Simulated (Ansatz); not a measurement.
Geometry optimisation, RKS r2SCAN-D4/def2-SVP (Ansatz 0.2.0).

Input:

```yaml
crystal:
  periodic: [false, false, false]
  atoms:
    - { symbol: Al, position_ang: [-0.05334, -0.387865, 0.089439] }
    - { symbol: O, position_ang: [-0.050698, -0.666236, 1.818388] }
    - { symbol: H, position_ang: [-0.866489, -0.782017, 2.319872] }
    - { symbol: H, position_ang: [1.368583, -0.419301, -0.599796] }
    - { symbol: H, position_ang: [-1.423547, -0.192689, -0.692182] }
    - { symbol: Si, position_ang: [0.144328, 2.958277, 1.161244] }
    - { symbol: H, position_ang: [0.783905, 3.429996, 2.419763] }
    - { symbol: H, position_ang: [0.969093, 3.343309, -0.019661] }
    - { symbol: H, position_ang: [-1.227404, 3.527086, 1.025488] }
    - { symbol: H, position_ang: [0.040769, 1.485241, 1.256544] }
basis:
  gaussian: { orbitals: def2-SVP }
hamiltonian:
  xc: r2scan
  dispersion: d4
relax:
  f_tol: 0.03
  max_steps: 50
```

Launched with:

```bash
$ ansatz run input.yaml --threads 2 --pin off --max-ram 3072MiB --backend cpu --events-out ev --progress --plain --runs-dir out
```

Task: Where does it end, and by what steps?

Result: It converged. The force dipped under the threshold on the way, but the program's further checks kept it going. After 14 steps the energy has fallen by 0.221 eV; H5 moved furthest, 0.80 Å.

```tsv
step	energy less start (eV)	largest force component (eV/Å)	accepted
0	0.0000	0.908	yes
1	-0.0785	0.771	yes
2	-0.1194	0.820	yes
3	-0.1447	0.842	yes
4	-0.1538	0.731	yes
5	-0.1819	0.186	yes
6	-0.1914	0.147	yes
7	-0.2026	0.270	yes
8	-0.2115	0.156	yes
9	-0.2132	0.243	yes
10	-0.2188	0.080	yes
11	-0.2173	0.175	no
12	-0.2200	0.025	yes
13	-0.2207	0.028	yes
14	-0.2210	0.021	yes
```

```xyz
10
Properties=species:S:1:pos:R:3
Al 0.048 -0.145 0.375
O -0.279 -1.231 1.657
H -1.148 -1.448 2.004
H 1.557 -0.087 -0.097
H -1.147 0.514 -0.453
Si 0.124 2.969 1.040
H 1.007 3.822 1.883
H 0.570 2.967 -0.378
H -1.302 3.371 1.170
H 0.256 1.563 1.578
```

Time of the run: 25 s on 2 threads of Intel(R) Xeon(R) 6975P-C (Granite Rapids) (shared host), peak memory 0.16 GiB.
